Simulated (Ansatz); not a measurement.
Input and output for SiH2MeF (CH₅FSi).

```yaml
crystal:
  periodic: [false, false, false]
  atoms:
    - {symbol: Si, position_ang: [0.430287, -0.694525, 0.310760]}
    - {symbol: H, position_ang: [0.414741, -0.747092, 1.805049]}
    - {symbol: H, position_ang: [1.840981, -0.756075, -0.181192]}
    - {symbol: C, position_ang: [-0.453771, 0.817096, -0.329412]}
    - {symbol: H, position_ang: [0.026729, 1.729147, 0.056659]}
    - {symbol: H, position_ang: [-1.504975, 0.822201, -0.006745]}
    - {symbol: H, position_ang: [-0.427416, 0.854854, -1.427856]}
    - {symbol: F, position_ang: [-0.326577, -2.025595, -0.227274]}
basis:
  gaussian: {orbitals: "6-31++G**"}
hamiltonian: {xc: {name: B97M-V}}
accuracy: high
```

```sh
$ ansatz run in.yaml --threads 4 --pin off --events-out ev --progress --plain --max-ram 3916MiB
```

Output, abridged:

```
Functional definition: B97M-V
1950 factors; integrals over basis functions are off by at most 3.7e-9 eV
mean field evaluation 1: about -11704.1065 eV, gradient 5.9e1 eV
mean field evaluation 2: about -11696.8207 eV, gradient 7.9e1 eV
mean field evaluation 4: about -11711.6229 eV, gradient 5.4e0 eV
mean field evaluation 8: about -11711.6839 eV, gradient 3.0e-2 eV
mean field evaluation 16: about -11711.6839 eV, gradient 9.6e-7 eV
mean field -11711.68388400 eV, -430.3964442726 hartree, gradient 9.3e-8 eV, S^2 0.000000; 0 other end points of the search recorded, 0 dependent functions left out
reference -11711.68389468 eV, -430.3964446650 hartree; 17, 17 occupied and 74, 74 virtual orbitals, 1950 factors
Total energy: -11711.68389468 eV, -430.3964446650 hartree
```

It took 11 s on 4 threads of Intel Xeon on a shared host.

The 6-31G sets use Cartesian d functions.
